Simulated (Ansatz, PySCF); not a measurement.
hydrogen sulfide (H₂S), SMILES S.

Geometry optimised at PBE0-D3(BJ)/def2-TZVPD.

Two levels are set side by side: PBE/def2-TZVPD (Ansatz, a quantum-chemistry and plane-wave program) and EOM-CCSD/aug-cc-pVDZ (PySCF). PBE by ΔSCF, the other level by its IP root; same geometry, the bases differ. Differences are taken from unrounded values.

| quantity | EOM-CCSD |
|---|---|
| vertical ionisation energy (eV) | 10.20 |

Problem. What does PBE give, and how far is it from EOM-CCSD? (Estimate from the structure and the level; the computed values follow.)

Solution. 
| quantity | PBE | PBE minus EOM-CCSD |
|---|---|---|
| vertical ionisation energy (eV) | 10.39 | 0.18 |

On these quantities the two levels nearly agree.
